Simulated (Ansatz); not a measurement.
**PH₄+ (singlet): the correlation ladder at a displaced geometry (v1), cc-pVTZ**

The task here is to estimate one member of a computed series from the others.

Computed with Ansatz 0.2.0, Gaussian basis. Level: cc-pVTZ, core rule «outside noble gas», up to 5 orbitals frozen.

To be run: UHF; CCSD(T) on RHF; BCCD(T) on RHF; CCSDT(Q) on RHF; CASSCF and NEVPT2, 8 electrons in 8 orbitals.

10 further runs of the same task are left out: 4 that didn't finish, 6 set aside as unsound or not needed.

### The geometry

The geometry is a PBE0/def2-TZVP stationary point (not a proven minimum) with its atoms shifted at random (size 0.040 Å).

5 atoms, charge 1, spin multiplicity 1.

Atoms are counted from 1 here; the program's logs count them from 0.

Bond lengths: P1–H2 1.384 Å, P1–H3 1.317 Å, P1–H4 1.436 Å, P1–H5 1.395 Å. Angles: H2–P1–H3 109.9°, H2–P1–H4 111.7°, H2–P1–H5 113.6°, H3–P1–H4 107.7°, H3–P1–H5 108.6°, H4–P1–H5 105.0°.

Geometry (Å):

```
P     0.0031   -0.0001    0.0047
H     0.8094    0.7940    0.8021
H    -0.7608   -0.7631    0.7598
H    -0.8589    0.7873   -0.8318
H     0.7152   -0.8147   -0.8754
```

The first run:

in.yaml reads:

```yaml
crystal:
  periodic: [false, false, false]
  atoms:
    - {symbol: P, position_ang: [0.003092, -0.000113, 0.004732]}
    - {symbol: H, position_ang: [0.809432, 0.794028, 0.802080]}
    - {symbol: H, position_ang: [-0.760756, -0.763123, 0.759762]}
    - {symbol: H, position_ang: [-0.858877, 0.787259, -0.831836]}
    - {symbol: H, position_ang: [0.715190, -0.814703, -0.875414]}
basis:
  gaussian: {orbitals: cc-pVTZ}
total_charge: 1
magnetization: {spin_polarized: true, initial_magnetization: 0}
hamiltonian: {xc: hf}
output: {orbitals: {seedname: orbitals}}
```

Launch:

```
ansatz run in.yaml --threads 1 --pin off --events-out ev --progress --plain --max-ram 2393MiB
```

Steps of the session up to this table: UHF; CCSD(T) on RHF; BCCD(T) on RHF; CCSDT(Q) on RHF; CASSCF and NEVPT2, 8 electrons in 8 orbitals.

One of the session's tables, all rows but one given; the rest of the session is left out.

| method | from RCCSDT(Q) (meV) |
| --- | --- |
| RHF | +5306.7 |
| RMP2 | +955.3 |
| RCCSD | +157.7 |
| RCCSD(T) | +24.0 |
| BCCD(T) | +23.5 |
| RCCSDT | ? |
| RCCSDT(Q) | 0 |
| CASSCF valence | +3639.0 |
| NEVPT2 valence | +1057.7 |

Estimate the missing values for RCCSDT.

The run gave: from RCCSDT(Q) (meV): +3.5. In the column «from RCCSDT(Q) (meV)» it lies between RCCSDT(Q) (0) and BCCD(T) (+23.5).
